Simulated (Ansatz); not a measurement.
Worked example: correlation energy of HSiGe, quartet

Geometry: that of the HSiGe, doublet, kept fixed.

```xyz
3

Si    0.0000    0.0000    0.2315
Ge    0.0000    0.0000   -1.9584
H     0.0000    0.0000    1.7269
```

Basis cc-pVTZ; Ansatz 0.2.0. Correlated methods freeze the noble-gas cores and the filled d shells of p-block atoms, which leaves 9 electrons in 72 orbitals. R marks a restricted (for open shells ROHF) determinant, U an unrestricted one. No spin–orbit coupling is included, and no scalar relativity.

Full CI isn't at hand for all of this; UCCSDT(Q) serves as the reference, and is uncertain by about the last step of the cluster series.

Runs differ by some tens of microhartree through their thresholds and, for an open shell, their frozen cores, so steps under 0.03 kcal/mol mean nothing.

| level | total energy (hartree) |
| --- | --- |
| UHF | -2364.802859 |
| UMP2 | -2364.954240 |
| UCCSD | -2364.988408 |
| UCCSD(T) | -2364.997332 |
| UCCSDT | -2364.999183 |
| UCCSDT(Q) | -2364.999733 |

What is the correlation energy at UCCSDT(Q), and what share of it do UMP2 and UCCSD(T) recover?

E(corr) = -2364.999733 − (-2364.802859) = -0.196874 hartree = -5.357 eV. UMP2: -0.151381 / -0.196874 = 76.89 %. UCCSD(T): -0.194473 / -0.196874 = 98.78 %.

By how many kcal/mol does UCCSD(T) miss UCCSDT(Q) (1 hartree = 627.509 kcal/mol), and which steps make up the rest?

-2364.997332 − (-2364.999733) = 0.002401 hartree = 1.51 kcal/mol. Steps: UCCSDT − UCCSD(T) = -1.16, UCCSDT(Q) − UCCSDT = -0.35 kcal/mol. Differences between like states or geometries often cancel part of this.
